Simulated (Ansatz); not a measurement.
Multireference treatment of C2H4S, singlet

Calculated in Ansatz's Gaussian-basis code. Basis cc-pVDZ on C/H, cc-pV(D+d)Z on S, nonrelativistic, no frozen core. State-specific CASSCF; RHF is the lowest restricted (open-shell) Hartree–Fock solution met. Solutions may break the symmetry of the shape. No proof that the lowest CASSCF solution was found.

Geometry:

```tsv
atom	x (Å)	y (Å)	z (Å)
C	0.0000	-0.7397	-0.7923
S	0.0000	0.0000	0.8635
C	0.0000	0.7397	-0.7923
H	-0.9139	-1.2501	-1.0769
H	0.9139	-1.2501	-1.0769
H	0.9139	1.2501	-1.0769
H	-0.9139	1.2501	-1.0769
```

Q: What do CASSCF and its corrections give against RHF in CAS(2,2), and what are the occupations?

A: CASSCF -0.476 eV, SC-NEVPT2 -12.852 eV; occupations 1.96, 0.04.

Q: Roughly how much CPU time does a whole run from the default start take (median of such runs, summed over threads; nearly all runs on one pinned thread of a shared server, mostly Xeon at 2.3 to 2.6 GHz, by a development driver)?

A: CAS(2,2): about 3 s. Other jobs ran beside these, and the count of passes differs.
